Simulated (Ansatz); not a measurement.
The input, for Ansatz 0.2.0:

```yaml
crystal:
  periodic: [false, false, false]
  atoms:
    - {symbol: N, position_ang: [0.000000, 0.000000, 0.000000]}
    - {symbol: O, position_ang: [0.000000, 0.000000, 1.139769]}
basis:
  gaussian: {orbitals: 6-31G}
magnetization: {spin_polarized: false, initial_magnetization: 1}
correlation: {method: ccsdtq, electrons: outside_noble_gas}
```

```sh
$ ansatz run in.yaml --threads 1 --pin off --events-out ev --progress --plain --max-ram 2393MiB
```

(1) Roughly how long does this take on 1 thread of Arm Neoverse V2, shared host, and how much host memory?

```
340 factors; integrals over basis functions are off by at most 2.4e-8 eV
mean field evaluation 1: about -3514.2984 eV, gradient 1.4e1 eV
mean field evaluation 2: about -3514.3184 eV, gradient 1.4e1 eV
mean field evaluation 4: about -3514.8230 eV, gradient 3.7e0 eV
mean field evaluation 8: about -3514.8569 eV, gradient 2.4e-1 eV
mean field evaluation 16: about -3514.5867 eV, gradient 1.0e1 eV
mean field evaluation 32: about -3514.8650 eV, gradient 2.0e-2 eV
mean field -3514.85815692 eV, -129.1686548102 hartree, gradient 2.7e-6 eV, S^2 0.750000; 2 other end points of the search recorded, 0 dependent functions left out
mean field evaluation 64: about -3514.8025 eV, gradient 6.1e0 eV
2 core orbitals not correlated: weight in the atoms' cores, before any rotation towards them, 1.000 or more for the frozen orbitals, at most 0.000 for the correlated occupied ones
reference -3514.85815692 eV, -129.1686548102 hartree; 6, 5 occupied and 10, 11 virtual orbitals, 340 factors
second order -6.23500386 eV of doubles, -0.06797699 eV of singles
cycle   1  -5.79485249 eV  change    5.1e-1 eV  update   1.1e-1
cycle   2  -6.24061190 eV  change   -4.5e-1 eV  update   5.8e-2
cycle   3  -6.42078822 eV  change   -1.8e-1 eV  update   1.9e-2
cycle   4  -6.41786029 eV  change    2.9e-3 eV  update   5.8e-3
cycle   5  -6.42350205 eV  change   -5.6e-3 eV  update   2.7e-3
cycle   6  -6.42363802 eV  change   -1.4e-4 eV  update   1.1e-3
cycle   7  -6.42275054 eV  change    8.9e-4 eV  update   7.1e-4
cycle   8  -6.42332267 eV  change   -5.7e-4 eV  update   4.2e-4
cycle   9  -6.42369796 eV  change   -3.8e-4 eV  update   2.1e-4
cycle  10  -6.42354466 eV  change    1.5e-4 eV  update   8.7e-5
cycle  11  -6.42356429 eV  change   -2.0e-5 eV  update   3.3e-5
cycle  12  -6.42354913 eV  change    1.5e-5 eV  update   1.5e-5
cycle  13  -6.42354545 eV  change    3.7e-6 eV  update   5.0e-6
cycle  14  -6.42355233 eV  change   -6.9e-6 eV  update   2.2e-6
cycle  15  -6.42355320 eV  change   -8.7e-7 eV  update   7.2e-7
cycle  16  -6.42355369 eV  change   -4.8e-7 eV  update   3.2e-7
Total energy: -3521.28171060 eV, -129.4047160541 hartree
```

For the same geometry and basis full CI lies 4.3 meV lower.

Results:

(1) 37 s wall and 0.47 GiB.
